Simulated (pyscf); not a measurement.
**Insertion: `[PH2][Ga]` [singlet] + `[SiH4]` -> `[SiH3][GaH][PH2]`**

Gas phase, singlet surface, charge 0. Bonds broken: Si5–H6. Bonds formed: Ga1–Si5, Ga1–H6. Structures and frequencies: ωB97X-D3(BJ)/def2-SVP in PySCF. Correlated levels are frozen-core, on RHF or UHF. ΔMP2 is the change of the MP2 total energy from the triple- to the quadruple-zeta basis.

Transition state (Å):

```xyz
9

Ga    -0.4354    -0.2661    -0.5020
P      1.7137     0.3130    -1.1150
H      1.5577     1.7113    -0.9044
H      1.4529     0.3562    -2.5139
Si    -1.8032    -0.0843     1.4758
H     -0.1388     0.5612     1.1375
H     -3.0792    -0.8345     1.2018
H     -1.2134    -0.7579     2.6706
H     -2.2310     1.3263     1.7139
```

One imaginary mode, 377i cm⁻¹; descent along it reached the two sides named, in the forms told below.

```csv
bond,change,reactant side (Å),saddle,product side
Si5–H6,breaks,1.497,1.817,3.5
Ga1–Si5,forms,3.3,2.412,2.395
Ga1–H6,forms,2.6,1.860,1.570
```

Electronic energies relative to the separated reactants (kcal/mol):

| level | barrier | reaction energy | reverse barrier |
|---|---|---|---|
| ωB97X-D3(BJ)/def2-TZVP | 19.9 | -20.7 | 40.6 |
| PBE/def2-TZVP | 16.1 | -15.6 | 31.7 |
| r²SCAN/def2-TZVP | 14.7 | -20.0 | 34.7 |
| B3LYP-D3(BJ)/def2-TZVP | 23.3 | -12.2 | 35.4 |
| PBE0-D3(BJ)/def2-TZVP | 16.9 | -19.1 | 35.9 |
| M06-2X/def2-TZVP | 23.2 | -13.7 | 36.9 |
| ωB97M-D3(BJ)/def2-TZVP | 24.4 | -13.4 | 37.8 |
| HF/def2-TZVP | 38.6 | -9.9 | 48.6 |
| MP2/def2-QZVPP | 19.7 | -19.1 | 38.8 |
| CCSD/def2-TZVPP | 24.1 | -16.6 | 40.7 |
| CCSD(T)/def2-TZVPP | 21.3 | -17.5 | 38.8 |
| CCSD(T)/def2-TZVPP + ΔMP2(QZVPP) | 21.0 | -16.8 | 37.7 |

With CCSD(T)/def2-TZVPP + ΔMP2(QZVPP) energies and thermal terms (ideal gas, 1 atm, RRHO with modes under 100 cm⁻¹ raised to 100, one conformer, R ln 2 for rigid chiral ones), in kcal/mol:

```tsv
T (K)	ΔH‡	ΔG‡	ΔH	ΔG
298	20.3	29.9	-16.0	-6.8
600	20.8	39.5	-14.9	+2.0
900	21.6	48.7	-13.6	+10.2
1200	22.4	57.6	-12.3	+18.0
```

On the reactant side the descent ends in a complex (not fully relaxed), 4.8 kcal/mol under the separated species and 24.8 kcal/mol under the saddle at ωB97X-D3(BJ)/def2-TZVP. This is the saddle that the search found; another between the same sides may lie lower. The CCSD(T) − MP2 part came from Ansatz, without density fitting, on the same reference. The frozen core leaves the outer d or s,p core shells of the metals and heavy elements correlated in the MP2 and CC values, and def2-TZVPP describes them poorly, which can shift differences by a few kcal/mol. Elements up to Kr have no core potential and no relativistic terms here.
